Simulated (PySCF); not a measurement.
Species: 1-butyne, C4H6.
Atom-mapped SMILES: `[CH:1]#[C:2][CH2:3][CH3:4]` (hydrogens: H5 on C1; H6, H7 on C3; H8, H9, H10 on C4)

Cartesian coordinates in Å at the PBE0-D3(BJ)/def2-SVP level; atoms count from 1:
```
atom  x, y, z in Å
C1     2.2483   -0.1935   -0.4977
C2     1.1204    0.2042   -0.3058
C3    -0.2453    0.6554   -0.0664
C4    -1.1869   -0.4665    0.3667
H5     3.2499   -0.5422   -0.6662
H6    -0.6267    1.1350   -0.9843
H7    -0.2267    1.4495    0.7000
H8    -1.2376   -1.2548   -0.3986
H9    -0.8419   -0.9307    1.3023
H10   -2.2030   -0.0778    0.5290
```

Method used: MP2 and CCSD/aug-cc-pVDZ in PySCF, restricted Hartree–Fock reference, 4 core orbitals frozen, non-relativistic, gas phase, PBE0-D3(BJ)/def2-SVP geometry.

E(HF) = -154.91598 Eh.

**Question.** How large is the problem?

**Answer.** 146 basis functions and 30 electrons; 4 orbitals frozen, which leaves o = 11 correlated occupied and v = 131 virtual orbitals. That is o·v = 1441 singles and o·v(o·v + 1)/2 = 1038961 distinct closed-shell doubles amplitudes before symmetry; the costliest CCSD step grows as o²v⁴ = 3.6 × 10^10.

**Question.** What are the MP2 and CCSD correlation energies?

**Answer.** MP2 -0.5592 Eh and CCSD -0.5995 Eh, which gives totals of -155.47519 and -155.51547 Eh. That is 0.742 eV for each correlated electron at CCSD (1574 kJ/mol in all, 0.385 % of the total energy); MP2 gives 93.3 % of the CCSD value.

**Question.** What is the T1 diagnostic?

**Answer.** 0.0101, below the customary warning level of 0.02. It is the norm of the spatial-orbital singles amplitudes over the root of the number of correlated electrons, so the norm is 0.047.

**Question.** How does correlation change the dipole moment?

**Answer.** HF gives 0.82 D and CCSD (unrelaxed density) 0.72 D, a change of -0.10 D.

No triples correction and no basis-set extrapolation were made.

The job also held the EOM ionisation roots. On an Arm Neoverse V1 with one thread, shared host, this took 4.1 min and 2.5 GiB of memory at its peak.
